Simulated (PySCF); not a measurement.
2-methylpentane, C₆H₁₄.
Geometry (PBE0-D3(BJ)/def2-TZVP, Å), atoms numbered from 1 in this order:
```
atom  x, y, z in Å
C1     2.699   -0.744   -0.209
C2     1.353   -0.627    0.486
C3     0.380    0.262   -0.272
C4    -0.958    0.500    0.422
C5    -1.772    1.539   -0.335
C6    -1.759   -0.784    0.589
H7     2.589   -1.175   -1.208
H8     3.388   -1.379    0.353
H9     3.169    0.237   -0.326
H10    1.494   -0.224    1.496
H11    0.925   -1.626    0.615
H12    0.193   -0.167   -1.265
H13    0.859    1.233   -0.449
H14   -0.746    0.899    1.423
H15   -2.719    1.748    0.169
H16   -1.226    2.482   -0.429
H17   -2.004    1.187   -1.345
H18   -1.228   -1.526    1.187
H19   -2.715   -0.587    1.080
H20   -1.974   -1.232   -0.387
```

Computed with PBE0-D3(BJ)/def2-TZVP geometry optimisation, gas phase (PySCF).

Masses are those of the commonest isotopes; rigid-rotor values at the optimised geometry. The values belong to one conformer with, in the numbering `[CH3:1][CH2:2][CH2:3][CH:4]([CH3:5])[CH3:6]`, C1–C2–C3–C4 -176°, C2–C3–C4–C5 173°.

(1) Give the principal moments of inertia and the rotational constants in cm⁻¹.

(2) Classify the top.

(3) Is it planar, by Δ = Ic − Ia − Ib?

(4) Predict some low-J microwave lines.

(5) Estimate the classical rotational partition function at 10 K, 100 K and 500 K.

Results:

(1) Ia = 75.48, Ib = 292.47, Ic = 340.00 u·Å²; 505379 MHz·u·Å²/I gives 6695, 1728 and 1486 MHz, that is A = 0.22333, B = 0.05764, C = 0.04958 cm⁻¹.

(2) A near-prolate asymmetric top. Ray's parameter κ = (2B − A − C)/(A − C) = -0.907; −1 is the prolate and +1 the oblate limit.

(3) Not planar: Δ = Ic − Ia − Ib = -27.95 u·Å². For a rigid frame Δ = −2 Σ m c², so Σ m c² = 13.98 u·Å² lies off the ab plane: 10.54 from hydrogen and 3.43 from heavier atoms. The atom farthest from that plane is 1.42 Å away.

(4) The dipole components are |μa| = 0.02 D, |μb| = 0.04 D, |μc| = 0.13 D. Intensities carry the squares of the components, which stand as 0.02 : 0.10 : 1.00 (a : b : c). Some lines, for components of 0.1 D or more:

```csv
type,branch,"J(Ka,Kc)",MHz,lower level (cm⁻¹)
c,Q,"2(1,2) ← 2(0,2)",4734,0.321
c,Q,"1(1,1) ← 1(0,1)",4967,0.107
c,R,"1(1,0) ← 0(0,0)",8423,0.000
c,R,"2(1,1) ← 1(0,1)",11879,0.107
c,Q,"2(2,1) ← 2(1,1)",14902,0.503
c,R,"2(2,0) ← 1(1,0)",21580,0.281
c,R,"2(2,1) ← 1(1,1)",21813,0.273
```

(5) Point group C1, symmetry number σ = 1; q = (√π/σ)·√((kT/h)³/(ABC)), k/h = 20836.6 MHz/K: 1290 at 10 K, 40700 at 100 K, 455000 at 500 K.

Stationary, but not proved a minimum. Zero-point vibration and centrifugal distortion are left out. A rigid rotor knows nothing of internal rotation, which can split or shift real lines.

The run took 9.5 min wall, 17 min CPU on an Intel Xeon at 2.50 GHz with 2 threads, shared host with 64 logical CPUs at a one-minute load of 56, and the process peaked at 1.6 GiB of memory. This is the geometry optimisation.
